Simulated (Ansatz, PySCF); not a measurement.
Process, species as SMILES: [O]Cl → [O]Cl as triplet, charge +1 + e-

Wanted: adiabatic ionisation energy (0 K, with zero-point energies), in eV. Set-up: open shells spin-unrestricted; six Cartesian d functions in 6-31G* and its kin unless marked 5d; no spin-orbit coupling; non-relativistic. Ab initio and DFT rows: single points at B3LYP-D3(BJ) geometries (Ansatz, a first-principles code), with unscaled harmonic terms from B3LYP/6-31G* at its own minima.

| species | coefficient | E at M06-2X/6-31G* (5d) (PySCF), Eh | E at PBE0/def2-TZVPD (Ansatz), Eh | zero-point energy, kcal/mol |
|---|---|---|---|---|
| [O]Cl | -1 | -535.21883 | -535.12392 | 1.19 |
| [O]Cl as triplet, charge +1 | +1 | -534.81858 | -534.72798 | 1.52 |

Measured values: CCCBDB table in ASE; they hold spin-orbit and core effects.  Value to compare with, the measured value: 10.89 eV. 1 Eh = 27.2114 eV and 1 eV = 23.0605 kcal/mol.

Question: Compute it at each level from the table, and compare with the measured value.

Answer: 
- M06-2X/6-31G* (5d): the sum of coefficient times E is 0.40025 Eh, or 10.891 eV; the thermal terms add 0.014. Result: 10.91 eV. Its error against the measured value is 0.02 eV.
- PBE0/def2-TZVPD: the sum of coefficient times E is 0.39594 Eh, or 10.774 eV; the thermal terms add 0.014. Result: 10.79 eV. Its error against the measured value is -0.10 eV.
